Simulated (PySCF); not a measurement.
methanethiol (CH₄S), SMILES CS. Atoms are numbered in the order given.

```xyz
6

C      0.0198     1.1571     0.0000
S     -0.0868    -0.6628     0.0000
H      0.5214     1.5239     0.8930
H     -1.0064     1.5205     0.0000
H      0.5214     1.5239    -0.8930
H      1.2339    -0.9056     0.0000
```

The structure is a stationary point at B3LYP-D3(BJ)/def2-TZVP.

All values below come from B3LYP-D3(BJ)/def2-TZVP in PySCF 2.14.0.

Frequencies are harmonic and unscaled.

Computed harmonic wavenumbers and intensities:
```csv
mode,ν (cm⁻¹),IR (km/mol),Raman (Å⁴/amu),depolarisation,moving atoms (share of kinetic energy)
1,240,13.6,3.6,0.75,H 98 %
2,699,1.6,13.4,0.25,"C 54 %, S 32 %, H 14 %"
3,801,0.6,6.1,0.31,H 93 %
4,973,5.4,3.5,0.75,"H 84 %, C 14 %"
5,1099,11.5,7.0,0.70,"H 81 %, C 15 %"
6,1360,6.0,0.8,0.42,"H 87 %, C 13 %"
7,1476,4.8,11.1,0.75,H 95 %
8,1490,8.1,9.7,0.74,H 96 %
9,2671,4.6,125.2,0.30,H 97 %
10,3053,25.0,142.5,0.00,H 98 %
11,3133,9.5,72.4,0.75,"H 90 %, C 10 %"
12,3136,7.5,66.1,0.75,"H 91 %, C 9 %"
```
